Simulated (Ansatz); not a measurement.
# CH3BF+ (SMILES B[CH+]F): functionals against CCSD(T) at one geometry

The task here is to estimate one member of a computed series from the others.

Computed with Ansatz 0.2.0, Gaussian basis. Level: single points in def2-TZVPP.

Cores are frozen in the correlated methods.

**The system as given**

SMILES `B[CH+]F`, 6 atoms, charge 1, spin multiplicity 1.

Atoms are counted from 1 here; the program's logs count them from 0.

Bond lengths: B1–C2 1.498 Å, B1–H4 1.150 Å, B1–H5 1.181 Å, C2–F3 1.256 Å, C2–H6 1.104 Å. Angles: C2–B1–H4 122.1°, C2–B1–H5 122.5°, H4–B1–H5 114.8°, B1–C2–F3 130.4°, B1–C2–H6 115.9°, F3–C2–H6 113.6°.

Geometry (Å):

```tsv
atom	x (Å)	y (Å)	z (Å)
B1	-0.58200	0.05650	-0.48830
C2	0.59280	-0.10670	0.42730
F3	1.63330	-0.79820	0.30200
H4	-1.54350	-0.56190	-0.36540
H5	-0.65100	0.92800	-1.28200
H6	0.55880	0.47630	1.36420
```

The first run:

Input file run/in.yaml:

```yaml
crystal:
  periodic: [false, false, false]
  atoms:
    - {symbol: B, position_ang: [-0.582000, 0.056500, -0.488300]}
    - {symbol: C, position_ang: [0.592800, -0.106700, 0.427300]}
    - {symbol: F, position_ang: [1.633300, -0.798200, 0.302000]}
    - {symbol: H, position_ang: [-1.543500, -0.561900, -0.365400]}
    - {symbol: H, position_ang: [-0.651000, 0.928000, -1.282000]}
    - {symbol: H, position_ang: [0.558800, 0.476300, 1.364200]}
basis:
  gaussian: {orbitals: def2-TZVPP}
total_charge: 1
correlation: {method: ccsd_t}
output: {forces: true}
```

No record of the launch command was kept for these runs.

Among the steps run: CCSD(T)/def2-TZVPP; PBE0-D4/def2-TZVPP; wB97M-V/def2-TZVPP; r2SCAN-D4/def2-TZVPP; PBE-D4/def2-TZVPP; SPW92/def2-TZVPP; revPBE-D4/def2-TZVPP.

One table of the session follows, with a row left open; its other results are not shown here.

```
   method  RMS force component (eV/Å)  angle to CCSD(T) forces (°)
  CCSD(T)                       0.621                    reference
  PBE0-D4                       0.478                         27.3
  wB97M-V                       0.485                          9.6
r2SCAN-D4                       0.415                         37.2
   PBE-D4                       0.475                         58.0
    SPW92                           ?                            ?
revPBE-D4                       0.514                         55.0
```

**Question.** Estimate the row for SPW92.

The run gave: RMS force component (eV/Å): 0.529; angle to CCSD(T) forces (°): 74.9. In the column «RMS force component (eV/Å)» it lies between revPBE-D4 (0.514) and CCSD(T) (0.621).
